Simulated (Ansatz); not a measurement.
# H4OSi: a dynamics run in two tries

Aim: a short trajectory for this system. SMILES of the start: O[SiH3].

All numbers below are computed with Ansatz 0.2.0 (RKS PBE/def2-SVP).

### 1 The system as given

Bond lengths: Si1–O2 1.576 Å, O2–H3 1.014 Å, Si1–H4 1.401 Å, Si1–H6 1.615 Å. Angles: Si1–O2–H3 113.6°, O2–Si1–H4 111.8°, O2–Si1–H6 123.5°, H4–Si1–H6 104.1°.

Structure file:

```xyz
6

Si    0.0125   -0.0392    0.0447
O    -0.1100   -0.0420    1.6155
H     0.2352   -0.8921    2.0477
H     1.1187    0.7027   -0.3903
H    -1.4955    0.7914   -0.4195
H     0.0662   -1.3840   -0.8488
```

### 2 First attempt

Input file input.yaml:

```yaml
crystal:
  periodic: [false, false, false]
  atoms:
    - { symbol: Si, position_ang: [0.012455, -0.039247, 0.044685] }
    - { symbol: O, position_ang: [-0.109958, -0.041963, 1.615521] }
    - { symbol: H, position_ang: [0.235158, -0.892059, 2.047672] }
    - { symbol: H, position_ang: [1.118725, 0.702681, -0.390295] }
    - { symbol: H, position_ang: [-1.495482, 0.791419, -0.419544] }
    - { symbol: H, position_ang: [0.066224, -1.383981, -0.84876] }
basis:
  gaussian: { orbitals: def2-SVP }
hamiltonian:
  xc: pbe
md:
  timestep: 0.5
  n_steps: 25
  ensemble: nve
  temperature: 2000.0
  initial_velocities: maxwell_boltzmann
  seed: 609230
  friction: 0.01
```

Run with:

```bash
$ ansatz run input.yaml --threads 1 --pin off --max-ram 2048MiB --backend cpu --events-out ev --progress --plain --runs-dir out
```

What does the calculation give? Wanted: first try.

As calculated:

| quantity | value |
| --- | --- |
| first try | refused |
| cause | friction belongs to the Langevin ensembles, and this run is at constant energy |

The fault in the first input was caught at the input check and cost nothing.
